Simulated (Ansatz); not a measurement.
Zinc-blende AlN (metastable phase): elastic constant C12 by level of theory

No measured value is used here.

```json
[
 {"level (code)": "LDA (Ansatz)", "value (GPa)": "166", "cell (Å³/atom)": "10.24"},
 {"level (code)": "PBE (Ansatz)", "value (GPa)": "149", "cell (Å³/atom)": "10.67"},
 {"level (code)": "RPBE (Ansatz)", "value (GPa)": "141", "cell (Å³/atom)": "10.87"},
 {"level (code)": "PBE-D3(BJ) (Ansatz)", "value (GPa)": "157", "cell (Å³/atom)": "10.45"},
 {"level (code)": "r²SCAN (Ansatz)", "value (GPa)": "162", "cell (Å³/atom)": "10.43"},
 {"level (code)": "r²SCANh (Ansatz)", "value (GPa)": "166", "cell (Å³/atom)": "10.36"},
 {"level (code)": "Hartree–Fock (Ansatz)", "value (GPa)": "170", "cell (Å³/atom)": "10.36"}
]
```

PBE-D3(BJ): the dispersion coefficients are held fixed in the derivatives. Each level is taken at its own relaxed cell. Cutoffs and k meshes differ between the levels. Ansatz's density-functional and Hartree–Fock values are scalar-relativistic unless marked +SOC, with PAW data made under PBE.

Ansatz is a first-principles code.
